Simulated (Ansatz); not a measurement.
Ansatz (an electronic-structure program) input (B3LYP/6-31G*):

Ansatz 0.2 input:
```yaml
crystal:
  periodic: [false, false, false]
  atoms:
    - {symbol: C, position_ang: [0.01113311, 0.00665249, 0.70026968]}
    - {symbol: C, position_ang: [-0.01113311, -0.00665249, -0.70026968]}
    - {symbol: H, position_ang: [-0.18839072, 0.92372258, 1.25898950]}
    - {symbol: H, position_ang: [0.22859234, -0.89970044, 1.26968251]}
    - {symbol: H, position_ang: [0.19178794, 0.89885325, -1.27635780]}
    - {symbol: H, position_ang: [-0.23198957, -0.92287539, -1.25231421]}
basis:
  gaussian:
    orbitals: 6-31G*
hamiltonian:
  xc: {name: B3LYP}
total_charge: 1
magnetization: {spin_polarized: true, initial_magnetization: 1}
phonons: {temperatures: {t_min: 298.15, t_max: 298.15, t_step: 100}}
```

Task: Which harmonic wavenumbers does it give?

Result: 551, 808, 910, 1081, 1218, 1280, 1453, 1531, 3131, 3133, 3229, 3247 cm⁻¹ (unscaled; negative means imaginary).
